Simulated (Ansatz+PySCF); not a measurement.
Results of a calculation; reference values are marked as such.
Input for Ansatz (development build ahead of 0.2.0):

```yaml
crystal:
  periodic: [false, false, false]
  atoms:
    - { symbol: O, position_ang: [0.0, 0.0, -0.11966] }
    - { symbol: H, position_ang: [0.0, 0.75417, 0.47865] }
    - { symbol: H, position_ang: [0.0, -0.75417, 0.47865] }
    - { symbol: O, position_ang: [10.0, 0.0, -0.11966] }
    - { symbol: H, position_ang: [10.0, 0.75417, 0.47865] }
    - { symbol: H, position_ang: [10.0, -0.75417, 0.47865] }
basis:
  gaussian: { orbitals: cc-pVDZ }
total_charge: 1
magnetization:
  initial_magnetization: 1
hamiltonian:
  xc: pbe0
```

The input is written out in the form of the current development build from the run's settings.

Results

```json
{
  "Converged": "yes",
  "Total energy": "-152.29056 hartree",
  "Spin squared of the determinant": "0.750",
  "Stability test": "minimum among restricted orbitals",
  "Occupied orbitals by symmetry in an Abelian subgroup (alpha; beta)": "4 A1 1 A2 1 B1 4 B2; 4 A1 1 A2 1 B1 3 B2"
}
```

Caution: charge can spread falsely over distant fragments.
